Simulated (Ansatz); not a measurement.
# CH₄ (singlet): wave-function methods side by side, 6-31G

An exercise on one series of results from a longer session: the logs are not shown, and one member is left open.

Program: Ansatz 0.2.0, Gaussian basis. Level of theory: 6-31G, core rule «outside noble gas», up to 1 orbitals frozen. These are calculated values, not measurements.

Plan: UHF; CCSD(T) on RHF; BCCD(T) on RHF; CISD; CCSDT(Q) on RHF; CISDTQ; CCSDTQ on RHF; CASSCF and MRCISD+Q, 8 electrons in 8 orbitals; CASSCF and NEVPT4(SD), 8 electrons in 8 orbitals; CASSCF and NEVPT2, 8 electrons in 8 orbitals; Full CI.

9 further runs of the same task are left out: 9 set aside as unsound or not needed.

### The system

The geometry is an MP2(full)/6-31G* stationary point (not a proven minimum).

5 atoms, charge 0, spin multiplicity 1.

Atoms are counted from 1 here; the program's logs count them from 0.

Bond lengths: C1–H2 1.090 Å, C1–H3 1.090 Å, C1–H4 1.090 Å, C1–H5 1.090 Å. Angles: H2–C1–H3 109.5°, H2–C1–H4 109.5°, H2–C1–H5 109.5°, H3–C1–H4 109.5°, H3–C1–H5 109.5°, H4–C1–H5 109.5°.

The first run:

Input file in.yaml:

```yaml
crystal:
  periodic: [false, false, false]
  atoms:
    - {symbol: C, position_ang: [0.000000, 0.000000, 0.000000]}
    - {symbol: H, position_ang: [0.629118, 0.629118, 0.629118]}
    - {symbol: H, position_ang: [-0.629118, -0.629118, 0.629118]}
    - {symbol: H, position_ang: [0.629118, -0.629118, -0.629118]}
    - {symbol: H, position_ang: [-0.629118, 0.629118, -0.629118]}
basis:
  gaussian: {orbitals: 6-31G}
magnetization: {spin_polarized: true, initial_magnetization: 0}
hamiltonian: {xc: hf}
output: {orbitals: {seedname: orbitals}}
```

Launch:

```
ansatz run in.yaml --threads 1 --pin off --events-out ev --progress --plain --max-ram 2764MiB --backend cpu
```

Steps of the session up to this table: UHF; CCSD(T) on RHF; BCCD(T) on RHF; CISD; CCSDT(Q) on RHF; CISDTQ; CCSDTQ on RHF; CASSCF and MRCISD+Q, 8 electrons in 8 orbitals; CASSCF and NEVPT4(SD), 8 electrons in 8 orbitals; CASSCF and NEVPT2, 8 electrons in 8 orbitals; Full CI.

One table of the session follows, with a row left open; its other results are not shown here.

It belongs to the step «Misses and costs». 

| method | from FCI (kJ/mol) |
| --- | --- |
| RHF | +314.2 |
| RMP2 | +55.2 |
| CISD | +17.0 |
| RCCSD | +5.0 |
| RCCSD(T) | +0.8 |
| BCCD(T) | +0.8 |
| RCCSDT | +0.2 |
| CISDTQ | +0.5 |
| RCCSDT(Q) | 0.0 |
| RCCSDTQ | 0.0 |
| CASSCF valence | +96.8 |
| NEVPT2 valence | +22.9 |
| NEVPT4(SD) valence | ? |
| MRCISD valence | +1.5 |
| MRCISD+Q valence | -0.1 |
| FCI | 0 |

Estimate the missing values for NEVPT4(SD) valence.

The run gave: from FCI (kJ/mol): +2.7. In the column «from FCI (kJ/mol)» it lies between MRCISD valence (+1.5) and RCCSD (+5.0).

With the free atoms at the same levels and basis (separate runs), the atomisation energy is 16.106 eV at FCI, 16.101 eV at RCCSD(T), 13.868 eV at RHF.
